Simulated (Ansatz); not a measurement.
Here is an Ansatz input file for BH₅Si, SMILES B[SiH3]. Write the same calculation for the Python package.

```yaml
crystal:
  periodic: [false, false, false]
  atoms:
    - { symbol: B, position_ang: [-0.0282, -1.1807, 0.2088] }
    - { symbol: Si, position_ang: [0.0362, 0.7676, -0.1422] }
    - { symbol: H, position_ang: [-1.1661, -1.6533, 0.2763] }
    - { symbol: H, position_ang: [0.9831, -1.7658, 0.3061] }
    - { symbol: H, position_ang: [-0.6221, 1.0752, -1.4332] }
    - { symbol: H, position_ang: [-0.622, 1.5178, 0.9479] }
    - { symbol: H, position_ang: [1.4803, 1.1712, -0.2095] }
basis:
  gaussian:
    orbitals: "6-31G*"
correlation:
  active_space:
    window:
      electrons: 6
      orbitals: 7
```

`bh5si.py`:
```python
"""Static correlation in BH5Si: natural occupations of an active space."""

import ansatz as az
from ase import Atoms

atoms = Atoms(["B", "Si", "H", "H", "H", "H", "H"], positions=[
    [-0.0282, -1.1807, 0.2088],
    [0.0362, 0.7676, -0.1422],
    [-1.1661, -1.6533, 0.2763],
    [0.9831, -1.7658, 0.3061],
    [-0.6221, 1.0752, -1.4332],
    [-0.622, 1.5178, 0.9479],
    [1.4803, 1.1712, -0.2095],
])
mol = az.Crystal.molecule_from_ase(atoms)

calculation = mol.calculation().basis(gaussian="6-31G*").correlation(active_electrons=6, active_orbitals=7)
for method in [None]:
    data = (calculation if method is None else calculation.correlation(method)).run().report
    space = data["configurations"]
    state = space["states"][0]
    print(method or "casscf", f"total {data['free_energy_ev'] / 27.211386246:.6f} Ha, active-space state {state['energy']['hartree']:.6f} Ha, mean field {data['reference_energy_ev'] / 27.211386246:.6f} Ha")
    print("  determinants", state["n_determinants"], " natural occupations", [round(n, 3) for n in space["natural_occupations"]])
print("effectively unpaired electrons, sum of min(n, 2 - n):", round(sum(min(n, 2 - n) for n in space["natural_occupations"]), 3))
```

Running `python bh5si.py` prints:
```text
casscf total -316.504410 Ha, active-space state -316.504410 Ha, mean field -316.457377 Ha
  determinants 1225  natural occupations [1.983, 1.979, 1.977, 0.021, 0.017, 0.017, 0.006]
effectively unpaired electrons, sum of min(n, 2 - n): 0.121
```

Caveats:
- Total energies depend on the basis set; only differences at equal settings carry meaning.
- The geometry is a force-field or estimated start, not a minimum of this method, and the basis set is short of its limit. The active space starts as a window about the frontier orbitals and is then optimised, not chosen by chemistry.
- Wall time of the script: 4 s on 1 thread of Arm Neoverse V2 (shared host), peak memory 0.17 GiB.

(Lines on the test bed's own set-up are left out of the output.)
